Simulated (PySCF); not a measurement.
Species: NH3.
Hydrogens: H2, H3, H4 on N1.

Level: wB97X-D/pcSseg-2 in PySCF, non-relativistic, on one gas-phase PBE0-D3(BJ)/def2-TZVP geometry that isn't relaxed in the solvent. The solvent is an IEF-PCM continuum (van der Waals radii × 1.2). Only the electrostatic response of the medium enters.

Gas phase at wB97X-D/pcSseg-2: HOMO -9.62 eV, LUMO 2.31 eV, dipole 1.65 D.

Question: What does the continuum do to the energy, the frontier levels and the dipole at wB97X-D/pcSseg-2 in chloroform?

Answer: 
| solvent | ε | E(solvent) − E(gas) (kcal/mol) | polarisation term (kcal/mol) | distortion of the solute (kcal/mol) | HOMO (eV) | LUMO (eV) | dipole (D) |
| --- | --- | --- | --- | --- | --- | --- | --- |
| chloroform | 4.711 | -3.51 | -3.89 | 0.38 | -9.70 | 2.53 | 1.93 |

Polarisation term: ½ Σ q·V over the induced surface charges. Distortion: the rise of the solute's own energy as its density leaves the gas-phase optimum.

Question: Which radius a makes the point-dipole formula ΔE = −[(ε − 1)/(2ε + 1)]·μ²/a³ give the value in chloroform, with the gas-phase dipole?

Answer: μ = 0.648 au and |ΔE| = 0.00560 Eh give a = 1.58 Å; the farthest nucleus lies 0.94 Å from the centroid of the nuclei. The formula assumes a rigid point dipole at the centre of a sphere.

The pairwise dispersion term of wB97X-D wasn't added to the energies; at a given geometry it leaves orbitals and properties as they are.
